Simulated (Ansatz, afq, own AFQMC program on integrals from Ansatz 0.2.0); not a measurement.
# CH3, doublet: AFQMC among the cluster methods

```csv
atom,x (Å),y (Å),z (Å)
C,-0.7302,0.4542,-0.3429
H,-1.3155,-0.4631,-0.2743
H,-0.1609,0.6713,-1.2471
H,-0.7141,1.1544,0.4926
```

Basis def2-TZVP. Only valence electrons are correlated. Ansatz 0.2.0 and our own AFQMC program on the same integrals; the CISD trial comes from CCSD amplitudes, and released means the phaseless constraint is let go. Error bars are statistical, one sigma.

Determinant: UHF, the one that the program's search chose, which needn't be the lowest solution. The geometry is a PBE0/def2-SVP stationary point of this or a neighbouring charge and spin state.

No full CI on the walks' own integrals is used here; CCSDT(Q) serves as the reference and is uncertain by about the last step of the cluster series.

The T1 diagnostic is 0.0088 and the weight of the determinant in the CISD state is 0.936. The ⟨S²⟩ of the determinant is 0.762 and the size of the correlated space is 7 electrons in 48 orbitals.

```tsv
level	correlation energy (eV)
MP2	-4.0857
CCSD	-4.6817
CCSD(T)	-4.8005
```

(1) Estimate where phaseless AFQMC with a CISD trial lies against CCSD(T) on the same integrals.

(1) 1.6 ± 0.2 kJ/mol below CCSD(T).

Reference: CCSDT(Q), correlation energy -4.817 eV. The released energy is read at 2.40 1/Eh (meV from the phaseless value at times in 1/Eh: 0.4 ± 1.5 at 0.24, -1.5 ± 1.3 at 0.51, -3.3 ± 1.1 at 0.99, -0.1 ± 1.1 at 1.62, -1.7 ± 1.4 at 2.40).

```json
{"level": "CCSD(T)", "E − E(reference) (kJ/mol)": "1.6", "share of correlation (%)": "99.66"}
{"level": "CCSDT", "E − E(reference) (kJ/mol)": "0.3", "share of correlation (%)": "99.94"}
{"level": "ph-AFQMC/CISD", "E − E(reference) (kJ/mol)": "0.0 ± 0.2", "share of correlation (%)": "100.01"}
{"level": "released AFQMC", "E − E(reference) (kJ/mol)": "-0.2 ± 0.1", "share of correlation (%)": "100.04"}
```

Released energies are given only where the last usable release times agree within the noise; a slower fall can still hide under it.
